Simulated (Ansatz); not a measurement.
in.yaml

```yaml
crystal:
  periodic: [false, false, false]
  atoms:
    - {symbol: Y, position_ang: [0.000000, 0.000000, 0.000000]}
    - {symbol: Si, position_ang: [0.000000, 0.000000, 2.663000]}
basis:
  gaussian: {orbitals: def2-SVP}
magnetization: {spin_polarized: false, initial_magnetization: 5}
correlation: {method: ccsdt_q, electrons: outside_noble_gas}
```

```sh
$ ansatz run in.yaml --threads 1 --pin off --events-out ev --progress --plain --max-ram 2393MiB
```

The program prints:

```
786 factors; integrals over basis functions are off by at most 1.3e-7 eV
mean field evaluation 1: about -8886.0406 eV, gradient 7.5e0 eV
mean field evaluation 2: about -8886.1422 eV, gradient 7.5e0 eV
mean field evaluation 4: about -8887.2065 eV, gradient 1.4e0 eV
mean field evaluation 8: about -8887.2610 eV, gradient 1.8e-1 eV
mean field evaluation 16: about -8887.2624 eV, gradient 4.5e-3 eV
mean field evaluation 32: about -8887.5147 eV, gradient 4.1e-2 eV
mean field evaluation 64: about -8887.3700 eV, gradient 1.0e0 eV
mean field evaluation 96: about -8887.5148 eV, gradient 1.3e-2 eV
mean field evaluation 128: about -8887.2213 eV, gradient 2.3e-4 eV
mean field evaluation 160: about -8885.7117 eV, gradient 1.0e1 eV
...
cycle   9  -2.57371038 eV  change   -1.4e-4 eV  update   3.8e-4
cycle  10  -2.57336213 eV  change    3.5e-4 eV  update   1.8e-4
cycle  11  -2.57337776 eV  change   -1.6e-5 eV  update   8.7e-5
cycle  12  -2.57343638 eV  change   -5.9e-5 eV  update   3.5e-5
cycle  13  -2.57344752 eV  change   -1.1e-5 eV  update   1.9e-5
cycle  14  -2.57344974 eV  change   -2.2e-6 eV  update   1.1e-5
cycle  15  -2.57344143 eV  change    8.3e-6 eV  update   6.3e-6
cycle  16  -2.57343901 eV  change    2.4e-6 eV  update   3.0e-6
cycle  17  -2.57343925 eV  change   -2.5e-7 eV  update   1.7e-6
cycle  18  -2.57343966 eV  change   -4.1e-7 eV  update   8.7e-7
perturbative correction -0.00503180 eV, -0.0001849153 hartree
Total energy: -8890.09324956 eV, -326.7049009998 hartree
```

Ran on 1 thread of AMD EPYC 9R45, shared host: 13 s wall, 0.23 GiB peak host memory.
